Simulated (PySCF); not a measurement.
First-order multiplets

Structure with atom numbers: `[O:1]=[C:2]=[N:3][CH:4]1[CH2:5][CH2:6]1` (H(Xn): hydrogen on atom n). Ha(C5), Ha(C6) are cis to N3 on the ring; Hb(C5), Hb(C6) are trans to N3 on the ring.

Isolated molecule, single conformer, non-relativistic Hamiltonian, fast rotation and ring inversion assumed for equivalent nuclei. Shielding tensors at KT3/pcSseg-2 (GIAO); J couplings at B3LYP/pcJ-1 (spin–dipole term only in couplings to heteroatoms); PBE0-D3(BJ)/def2-SVP geometry; PySCF 2.14.0 with density-fitted response routines.

Shifts are taken against calculated references (same method and geometry level): TMS for ¹³C (σref 181.31), ¹H (σref 31.35).

Spectrometer: 800 MHz for ¹H. First-order analysis; couplings under 1 Hz (under 4 Hz in carbon signals) are ignored, and nearly equal couplings are merged; the smaller ones broaden or split the lines further.

Task: What pattern does C2 show in the proton-coupled ¹³C spectrum?

Result: A doublet at δ 108.1: 10.2 Hz to H(C4) (1 × ¹H, 3 bonds away). Lines in Hz from the centre (relative intensity): +5.1 (1), -5.1 (1). The outer lines are 10.2 Hz apart, the sum of the couplings kept, or 0.051 ppm at this field.

Task: What pattern does H(C4) show (¹H)?

Result: A triplet of triplets at δ 2.28: 8.2 Hz to Hb(C5)/Hb(C6) (2 × ¹H, 3 bonds away), 4.3 Hz to Ha(C5)/Ha(C6) (2 × ¹H, 3 bonds away). Lines in Hz from the centre (relative intensity): +12.5 (1), +8.2 (2), +4.3 (2), +3.9 (1), +0.0 (4), -3.9 (1), -4.3 (2), -8.2 (2), -12.5 (1). The outer lines are 25.0 Hz apart, the sum of the couplings kept, or 0.031 ppm at this field.

Unscaled 3J(H,H) at this level run about 10 % above measured values.
